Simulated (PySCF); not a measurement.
Species: CH2PH, CH3P.
SMILES: `C=P`

The closed-shell ground state was solved at several levels (PySCF, density fitting, gas phase, non-relativistic). Geometry: PBE0-D3(BJ)/def2-TZVP; no solvent, vibrations or thermal averaging.

| level | basis functions | total energy (Eh) | HOMO (eV) | LUMO (eV) | gap (eV) | dipole (D) |
| --- | --- | --- | --- | --- | --- | --- |
| PBE0/aug-cc-pVTZ | 165 | -381.0648 | -7.86 | -1.85 | 6.01 | 0.96 |
| CAM-B3LYP/aug-cc-pVTZ | 165 | -381.2290 | -9.10 | -0.75 | 8.35 | 0.90 |
| PBE0/pcSseg-2 | 121 | -381.0684 | -7.86 | -1.83 | 6.03 | 0.98 |

Task: What might wB97X-D/aug-cc-pVTZ (165 basis functions) give for the same quantities?

Result: Total energy -381.2288 Eh, HOMO -9.68 eV, LUMO -0.09 eV, gap 9.59 eV, dipole 0.96 D.

Task: Over all these levels, which gives the widest orbital gap and which the narrowest?

Result: wB97X-D/aug-cc-pVTZ (range-separated hybrid) has the widest, 9.59 eV, and PBE0/aug-cc-pVTZ (global hybrid, 25 % exact exchange) the narrowest, 6.01 eV. The two share the basis. From the narrowest to the widest the HOMO moves by -1.82 eV and the LUMO by +1.76 eV.

Task: How far do the dipole and the HOMO energy spread over the levels?

Result: The dipole runs from 0.90 to 0.98 D (mean 0.95 D) and the HOMO from -9.68 to -7.86 eV.

wB97X-D is run here without its empirical dispersion term; that term would change no orbital, density or response property at a fixed geometry.
